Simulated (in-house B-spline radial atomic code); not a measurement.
RPA and G0W0 on PBE: Ne

Configuration [He] 2s2 2p6, mean-field start PBE. Computed with a B-spline radial code for spherical atoms: all electrons, scalar-relativistic (spin-free one-electron X2C), finite nucleus, each spin shell either full or empty, empty states to l = 9 with an (l + 1/2)⁻⁴ tail; G0W0 by contour deformation at full frequency.

Command:
```bash
python run_gw.py task.json out
```
Settings (radii: box in bohr, nucleus in fm):
```
Z                        10
electrons                10
configuration            [He] 2s2 2p6
hamiltonian              x2c
method                   pbe,pbe
lmax                     9
rms_radius               3.0055
spin_polarised           False
box_radius               40
intervals                74
```

Run time, properties included: 1.8 s on 1 thread of Arm Neoverse N1, with other jobs on the host.

Energies (hartree):

```json
{"term": "mean-field total", "value": "-129.00683"}
{"term": "Hartree-Fock functional on these orbitals", "value": "-128.67434"}
{"term": "direct second order", "value": "-0.75889"}
{"term": "second-order exchange", "value": "0.26436"}
{"term": "SOSEX correction", "value": "0.22671"}
```

What is the RPA correlation energy, and what remains with SOSEX?

RPA gives -0.6087 hartree (-1.66 eV per electron); RPA + SOSEX gives -0.38199, and the second-order doubles -0.49453 hartree (no singles). RPA lacks exchange-type terms and so overcorrelates at short range.

Quasi-particle levels (eV):

```
level  occupied  mean field  Σx - vxc  Σc  QP weight  G0W0
   2p       yes     -13.332    -10.44   ?          ?     ?
```

G0W0 = mean field + (Σx - vxc) + Σc, with Σc (partial-wave tail included) taken at the quasi-particle energy. Levels of low weight are left out.

Where does G0W0 put 2p?

At -20.565 eV, with Σc = 3.21 eV and a quasi-particle weight of 0.810. The tabulated removal energy is 21.565 eV (NIST, measured).
